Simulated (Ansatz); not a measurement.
Results of rVV10 (plane waves, PAW; Ansatz, an electronic-structure program) for rock-salt TiC.

Settings: plane-wave cutoff 520 eV, 22×22×22 k mesh, Fermi–Dirac smearing 0.05 eV, no spin polarisation, scalar-relativistic PAW data made under PBE.

Pressure at four volumes; x = ln(V/10.332 Å³). One pressure is withheld.

```
V (Å³/atom)        x  P (GPa)
-----------  -------  -------
9.712        -0.0619    17.05
10.332        0.0000     0.02
10.745        0.0392    -8.78
10.952        0.0583        ?
```

### Question
Pass a parabola P(x) through the three rows shown, estimate the bulk modulus and its pressure derivative near zero pressure, and predict the withheld pressure.

### Answer
Slopes between the rows: (0.02 − (17.05))/(0.0000 − (-0.0619)) = -275.12 and (-8.78 − (0.02))/(0.0392 − (0.0000)) = -224.49 GPa. Their difference over the span 0.1011 is c = 50.63/0.1011 = 500.8 GPa, so P(x) = 17.05 + (-275.12)(x − (-0.0619)) + 500.8 (x − (-0.0619))(x − (0.0000)). At the middle row B = −dP/dx = −[-275.12 + 500.8 × 0.0619] = 244.1 GPa, and B′ = dB/dP = 2c/B = 4.1. At x = 0.0583 the parabola gives -12.51 GPa; the run gives -12.55 GPa. The Birch–Murnaghan fit to the energies at all volumes has B0 = 243 GPa and B′ = 4.0.

Measured, for comparison: bulk modulus 240 GPa (temperature not stated, no zero-point or thermal correction, our sources range from 235 to 268; as tabulated in Krasnenko and Brik (2013), arXiv:1306.3139). Computed (rounded) less measured: bulk modulus not scored (sources differ).
